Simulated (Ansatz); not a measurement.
# AlBH+ (quintet): the correlation ladder, def2-QZVPP

One table from this session's results is given with a row withheld; the runs are named, their logs left out.

Computed with Ansatz 0.2.0, Gaussian basis. Level: def2-QZVPP, core rule «outside noble gas», up to 6 orbitals frozen.

To be run: UHF; ROHF; CCSD(T) on UHF.

## What is computed

The geometry is a PBE0/def2-TZVP stationary point (not a proven minimum) of the parent state, kept for this charge and spin.

3 atoms, charge 1, spin multiplicity 5.

Atoms are counted from 1 here; the program's logs count them from 0.

Bond lengths: B1–Al2 1.941 Å, B1–H3 1.185 Å. Angles: Al2–B1–H3 180.0°.

The first run:

Contents of in.yaml:

```yaml
crystal:
  periodic: [false, false, false]
  atoms:
    - {symbol: B, position_ang: [0.000000, 0.000000, 0.251900]}
    - {symbol: Al, position_ang: [0.000000, 0.000000, -1.688900]}
    - {symbol: H, position_ang: [0.000000, 0.000000, 1.437000]}
basis:
  gaussian: {orbitals: "def2-QZVPP.json"}
total_charge: 1
magnetization: {spin_polarized: true, initial_magnetization: 4}
hamiltonian: {xc: hf}
output: {orbitals: {seedname: orbitals}}
```

On the command line:

```console
$ ansatz run in.yaml --threads 1 --pin off --events-out ev --progress --plain --max-ram 2393MiB
```

Steps of the session up to this table: UHF; ROHF; CCSD(T) on UHF.

One table of the session follows, with a row left open; its other results are not shown here.

| method | from UCCSD(T) (meV) |
| --- | --- |
| ROHF | +2835.2 |
| UHF | +2823.0 |
| UMP2 | +706.5 |
| UCCSD | ? |
| UCCSD(T) | 0 |

Estimate the missing values for UCCSD.

**Answer.** from UCCSD(T) (meV): +119.3. In the column «from UCCSD(T) (meV)» it lies between UCCSD(T) (0) and UMP2 (+706.5).
